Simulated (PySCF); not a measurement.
## Dipole moment and polarisability of `C/C=C/C#P`

Species: C₄H₅P.
Cartesian coordinates in Å at the GFN2-xTB level; atoms count from 1:
```
atom  x, y, z in Å
C1    -1.5745   -0.0178    0.0463
C2    -0.1388   -0.4023    0.0813
C3     0.8761    0.4460   -0.1252
C4     2.2163    0.0698   -0.0798
P5     3.7189   -0.3447   -0.0203
H6    -1.6971    1.0398   -0.1759
H7    -2.1016   -0.6016   -0.7092
H8    -2.0427   -0.2340    1.0072
H9     0.0737   -1.4425    0.2925
H10    0.6787    1.4920   -0.3395
```

Level: B3LYP/def2-SVPD (PySCF), static field, nuclei fixed, core orbitals frozen in the response. The polarisability tensor in these axes (au):

```
x   136.84  -2.36  -1.59
y    -2.36  59.49  -1.79
z    -1.59  -1.79  51.27
```

Question: Give the principal values, the mean and the anisotropy Δα = √{½[(α1 − α2)² + (α2 − α3)² + (α1 − α3)²]}.

Answer: Principal values 50.85, 59.82 and 136.94 au; mean 82.53 au = 12.23 Å³ = 13.61 × 10⁻⁴⁰ C²·m²/J; Δα = 81.97 au (99 % of the mean).

Question: What is the dipole moment, and where does it point?

Answer: (-2.17, 0.07, 0.05) D, 2.17 D in size, pointing from the negative to the positive side. Measured along this direction, the outermost atoms are P5 at the negative end and H7 and H8 at the positive end.

Question: What would n − 1 = 2πNα be for an ideal gas of these molecules at 298.15 K and 1 atm, electronic part alone?

Answer: N = p/kT = 2.4615 × 10¹⁹ cm⁻³, so n − 1 = 2π × N × 12.23 × 10⁻²⁴ cm³ = 1892 × 10⁻⁶ at long wavelengths.

Question: Along which axes do the principal values lie, and how far do the nuclei extend along each?

Answer: Largest value along (1.00, -0.03, -0.02), where the nuclei span 5.80 Å; middle along (0.03, 0.98, -0.21), 3.02 Å; least along (0.02, 0.21, 0.98), 1.76 Å. The response follows the extents in order.

Question: In TDDFT the mean static polarisability is Σ f/ω² over all singlet excitations (ω in hartree). How much of it do the 8 lowest give? Their energies (eV) and oscillator strengths: 3.86, 0.0000; 4.07, 0.0001; 4.14, 0.1561; 6.10, 0.8801; 6.13, 0.0036; 6.45, 0.0015; 6.55, 0.0150; 6.67, 0.0014.

Answer: They add up to 24.64 au, 29.9 % of the 82.53 au; the largest single term is 17.52 au, from the state at 6.10 eV. Terms in order: 0.00, 0.00, 6.74, 17.52, 0.07, 0.03, 0.26, 0.02 au. Higher excitations give the rest. The strengths listed sum to 1.058.

Isolated species at its GFN2-xTB geometry, gas phase.
